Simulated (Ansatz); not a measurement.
A nudged elastic band was laid between two geometries of H2O2Si (5 atoms, charge 0, multiplicity 1).

Computed with RKS B3LYP/def2-SVP (Ansatz 0.2.0).

```json
{"movable images": "5", "climbing image": "yes", "spring": "5.0 eV/Å²", "optimiser": "quadratic models (default)", "start path": "through a guess of the saddle point", "force threshold": "0.05 eV/Å", "iteration limit": "60", "end points": "relaxed"}
```

First end point:

```xyz
5
Properties=species:S:1:pos:R:3
O -1.459 -0.104 -0.280
Si -0.218 -0.807 0.580
O 1.040 0.190 0.067
H -1.226 0.654 -0.839
H 1.914 -0.006 0.431
```

Last end point:

```xyz
5
Properties=species:S:1:pos:R:3
O -1.125 -0.274 -0.065
Si 0.489 -0.050 0.132
O 1.368 1.014 -0.527
H -1.578 0.337 -0.664
H 0.896 -1.101 1.081
```

Which bonds break or form, and what moves?

Bonds broken: O3–H5. Bonds formed: Si2–H5.

What energy profile does the band end with?

The run converged. The highest image is number 3 of 0 to 6, 2.83 eV above the first end and 2.35 eV above the last; the last end lies 0.47 eV above the first. Neighbouring images differ by up to 1.7 eV, so the band resolves the path poorly. A vibrational analysis at the climbing image gives one clearly imaginary mode, 1381i cm⁻¹: a first-order saddle point. The orbitals stay closed-shell, which can raise the energy where a bond breaks towards radicals; this wasn't checked here.

```json
{"image": "0", "path coordinate (Å)": "0.00", "energy (eV)": "0.00", "O3–H5 (Å)": "0.97", "Si2–H5 (Å)": "2.28"}
{"image": "1", "path coordinate (Å)": "0.48", "energy (eV)": "0.16", "O3–H5 (Å)": "0.97", "Si2–H5 (Å)": "2.09"}
{"image": "2", "path coordinate (Å)": "0.95", "energy (eV)": "1.17", "O3–H5 (Å)": "1.07", "Si2–H5 (Å)": "1.71"}
{"image": "3", "path coordinate (Å)": "1.43", "energy (eV)": "2.83", "O3–H5 (Å)": "1.57", "Si2–H5 (Å)": "1.53"}
{"image": "4", "path coordinate (Å)": "1.84", "energy (eV)": "1.99", "O3–H5 (Å)": "2.01", "Si2–H5 (Å)": "1.48"}
{"image": "5", "path coordinate (Å)": "2.25", "energy (eV)": "0.88", "O3–H5 (Å)": "2.40", "Si2–H5 (Å)": "1.47"}
{"image": "6", "path coordinate (Å)": "2.67", "energy (eV)": "0.47", "O3–H5 (Å)": "2.70", "Si2–H5 (Å)": "1.47"}
```

What is the geometry of the highest image?


```xyz
5
Properties=species:S:1:pos:R:3:forces:R:3
O -1.404 -0.232 -0.165 -0.01 0.02 -0.02
Si 0.172 -0.341 0.295 0.00 0.00 0.00
O 1.340 0.606 -0.195 0.00 0.00 0.00
H -1.651 0.470 -0.790 0.01 -0.02 0.02
H 1.593 -0.577 0.813 0.00 0.00 0.00
```

Run time: 51 s on 1 thread of Arm Neoverse V2 (shared host), peak memory 0.1 GiB.
